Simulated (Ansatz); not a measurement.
# C4H9N: basis-set convergence

How large a basis does C4H9N need? Two functionals are run in growing sets.

Method: one geometry, several basis sets; program: Ansatz 0.2.0, Gaussian basis.

Plan: PBE0-D4/def2-SVP; ωB97M-V/def2-SVP; PBE0-D4/def2-QZVPP; ωB97M-V/def2-QZVPP; the functionals' def2-TZVPP values are taken from earlier runs.

## 1. The geometry

All runs share one geometry, relaxed beforehand with PBE0-D4 in a triple-zeta def2 set.

SMILES `NC1CCC1`, 14 atoms, charge 0, spin multiplicity 1.

Atoms are counted from 1 here; the program's logs count them from 0.

Bond lengths: N1–C2 1.446 Å, N1–H6 1.014 Å, N1–H7 1.014 Å, C2–C3 1.537 Å, C2–C5 1.537 Å, C2–H8 1.101 Å, C3–C4 1.540 Å, C3–H9 1.092 Å, C3–H10 1.093 Å, C4–C5 1.540 Å, C4–H11 1.092 Å, C4–H12 1.090 Å, C5–H13 1.092 Å, C5–H14 1.093 Å. Angles: C2–N1–H6 110.4°, C2–N1–H7 110.4°, H6–N1–H7 106.6°, N1–C2–C3 116.8°, N1–C2–C5 116.8°, N1–C2–H8 113.8°, C3–C2–C5 88.2°, C3–C2–H8 109.2°, C5–C2–H8 109.2°, C2–C3–C4 88.2°, C2–C3–H9 118.3°, C2–C3–H10 109.5°, C4–C3–H9 118.6°, C4–C3–H10 111.2°, H9–C3–H10 109.4°, C3–C4–C5 88.0°, C3–C4–H11 111.8°, C3–C4–H12 117.8° and more.

## 2. PBE0-D4 in def2-SVP

File in.yaml:

```yaml
crystal:
  periodic: [false, false, false]
  atoms:
    - {symbol: N, position_ang: [-1.210199, 0.380295, 1.440167]}
    - {symbol: C, position_ang: [-0.596989, -0.220509, 0.276198]}
    - {symbol: C, position_ang: [0.881946, -0.621373, 0.400377]}
    - {symbol: C, position_ang: [1.094662, -0.097361, -1.032435]}
    - {symbol: C, position_ang: [-0.194180, 0.729183, -0.863613]}
    - {symbol: H, position_ang: [-2.139298, 0.718100, 1.215307]}
    - {symbol: H, position_ang: [-1.322002, -0.308398, 2.175762]}
    - {symbol: H, position_ang: [-1.167082, -1.065472, -0.141280]}
    - {symbol: H, position_ang: [1.119610, -1.664673, 0.615867]}
    - {symbol: H, position_ang: [1.373396, 0.021766, 1.134174]}
    - {symbol: H, position_ang: [0.973900, -0.888687, -1.775144]}
    - {symbol: H, position_ang: [2.018985, 0.440308, -1.244887]}
    - {symbol: H, position_ang: [-0.866895, 0.828429, -1.717428]}
    - {symbol: H, position_ang: [0.021048, 1.718993, -0.454266]}
basis:
  gaussian: {orbitals: def2-SVP}
hamiltonian: {xc: pbe0, dispersion: d4}
output: {orbitals: {seedname: orbitals}}
```

Started as:

```
> ansatz run in.yaml --threads 4 --pin off --events-out ev --progress --plain --max-ram 10444MiB
```

The runs that follow: ωB97M-V in def2-SVP; PBE0-D4 in def2-QZVPP; ωB97M-V in def2-QZVPP.

Before running them: what should the planned runs give, taken together? Wanted: PBE0-D4: double and triple zeta above quadruple; ωB97M-V: double and triple zeta above quadruple.

As calculated:

```
                                       quantity          value
PBE0-D4: double and triple zeta above quadruple  6.69, 0.34 eV
ωB97M-V: double and triple zeta above quadruple  7.01, 0.33 eV
```

What this shows: PBE0-D4 gains 6.35 eV from double to triple zeta, then 0.34 eV more. These are total energies; as a rule much of such shifts cancels in differences, which this series doesn't test. The LUMO of ωB97M-V is positive and keeps falling with the basis (3.48 to 1.83 eV): an unbound level that the basis holds in place.
